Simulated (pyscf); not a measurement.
`[NH2][SiH]([F])[Cl]` + `[ClH]` → `[NH2][SiH]([Cl])[Cl]` + `[FH]` (four-centre exchange; singlet surface; F–Si, Cl–H broken, Cl–Si, F–H formed). Single points on ωB97X-D3(BJ)/def2-SVP structures (PySCF, gas phase). Energies in kcal/mol from the separated reactants.

| level | barrier | reaction energy |
|---|---|---|
| ωB97X-D3(BJ)/def2-TZVP | 31.2 | +10.2 |
| PBE/def2-TZVP | (withheld) | (withheld) |
| r²SCAN/def2-TZVP | (withheld) | +12.7 |
| M06-2X/def2-TZVP | 33.0 | +12.5 |
| ωB97M-D3(BJ)/def2-TZVP | 32.4 | +12.5 |
| HF/def2-TZVP | 54.1 | +15.0 |

Problem. Complete the blanks.

Solution. 
- PBE/def2-TZVP, barrier: 26.5
- PBE/def2-TZVP, reaction energy: +11.6
- r²SCAN/def2-TZVP, barrier: 28.8

The functionals in the table span 6.6 kcal/mol in this barrier, from PBE to M06-2X. On the product side the descent ends in a complex, 6.0 kcal/mol under the separated species and 27.1 kcal/mol under the saddle at ωB97X-D3(BJ)/def2-TZVP. One saddle was located; it need not be the lowest between these sides.
